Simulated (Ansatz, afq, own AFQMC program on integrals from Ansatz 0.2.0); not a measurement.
## Where AFQMC and coupled cluster stand for BSiH$_{2}$, doublet

```csv
atom,x (Å),y (Å),z (Å)
Si,-0.0850,0.0000,0.4943
B,0.0885,0.0000,-1.4519
H,0.7098,-1.2068,0.8997
H,0.7098,1.2068,0.8997
```

Connectivity, by distances: SiH2–B.

Basis cc-pVDZ. Noble-gas cores (and the filled d shells of Ga–Kr and In–Xe) are frozen. AFQMC by an in-house program on the Cholesky factors that Ansatz 0.2.0 writes for its CCSD(T) run. The CISD trial takes its coefficients from CCSD amplitudes. Released means that phaseless walkers are propagated on without the constraint, phases kept. Uncertainties: one standard error, sampling alone.

Determinant: ROHF, the one that the program's search chose, which needn't be the lowest solution. The geometry is a point of a scan.

No full CI on the walks' own integrals is used here; CCSDT(Q) serves as the reference and is uncertain by about the last step of the cluster series.

Cautions: higher spins were not checked; a spin-contaminated unrestricted determinant lies lower (UHF 495 meV lower, ⟨S²⟩ 1.44); strong correlation (T1 0.045, weight of the determinant 0.82, largest double 0.16); the ph-AFQMC/CISD walk drifts between its halves (2.2 errors).

```
T1 diagnostic                               : 0.0445
weight of the determinant in the CISD state : 0.824
size of the correlated space                : 9 electrons in 36 orbitals
```

```tsv
level	correlation energy (eV)
MP2	-4.2733
CCSD	-5.3666
CCSD(T)	-5.6228
```

**Question.** Estimate where phaseless AFQMC with the Hartree–Fock trial lies against CCSD(T) on the same integrals.

**Answer.** 1.37 ± 2.48 mEh above CCSD(T). The gap is under twice the noise, so this walk alone can't tell the two apart.

Reference: CCSDT(Q), correlation energy -5.690 eV. The released energy is read at 2.40 1/Eh (meV from the phaseless value at times in 1/Eh: -13 ± 17 at 0.24, -19 ± 15 at 0.51, -22 ± 15 at 0.99, -24 ± 15 at 1.62, -38 ± 20 at 2.40).

```csv
level,E − E(reference) (mEh),share of correlation (%)
CCSD(T),2.46,98.82
CCSDT,0.62,99.70
ph-AFQMC/HF,3.83 ± 2.48,98.17
ph-AFQMC/CISD,1.64 ± 0.68,99.21
released AFQMC,0.24 ± 0.72,99.88
```

A walk keeps the symmetry of its determinant, which the program's search chose and which needn't be the lowest solution, so a lower state of the same spin and another symmetry isn't excluded. Released energies are given only where the last usable release times agree within the noise; a slower fall can still hide under it.
